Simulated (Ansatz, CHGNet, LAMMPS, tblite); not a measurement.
**Wurtzite CdSe, c axis length**

Reference value: 7.015 Å (measured, temperature not stated, not corrected to a static lattice; as tabulated in PVEducation, CdSe (wurtzite), citing its ref. 1).

```
level (code)                   value (Å)  difference (%)
-----------------------------  ---------  --------------
BOP CdTeSe.bop.table (LAMMPS)      6.993           -0.31
IPEA1-xTB (tblite)                 6.954           -0.87
CHGNet-r²SCAN                      7.131           +1.65
LDA (Ansatz)                       6.942           -1.04
PBE (Ansatz)                       7.154           +1.98
rVV10 (Ansatz)                     7.182           +2.38
r²SCAN+rVV10 (Ansatz)              7.044           +0.41
HSE06 (Ansatz)                     7.090           +1.07
Hartree–Fock (Ansatz)              7.261           +3.51
```

Leaving aside BOP CdTeSe.bop.table (doubt noted below), IPEA1-xTB (doubt noted below): The reference's temperature isn't stated, so close values are not ranked against it. Off by more than 1.75 %, or 2.45 % on the side where a correction would as a rule narrow the miss (bounds picked here): Hartree–Fock (+3.51 %), rVV10 (+2.38 %), PBE (+1.98 %).

The reference isn't brought to a static lattice, while the calculations are for one, so the differences are not the levels' errors alone.  BOP CdTeSe.bop.table: the potential file covers more elements than this solid holds. IPEA1-xTB: this parameter set was refitted to ionisation energies, not structures. IPEA1-xTB: the run uses a supercell at the zone centre in place of a k mesh. Cutoffs and k meshes differ between the levels. Ansatz's density-functional and Hartree–Fock values are scalar-relativistic unless marked +SOC, with PAW data made under PBE.

Empirical potentials (BOP CdTeSe.bop.table) are fitted to chosen data: where that held the value shown, agreement is built in, and what lay outside the fit can be far off. Machine-learned potentials (CHGNet-r²SCAN) are trained on DFT data: a solid inside that data is no test of them.

Differences are worked out from the printed values.

Ansatz is a quantum-chemistry and plane-wave program.
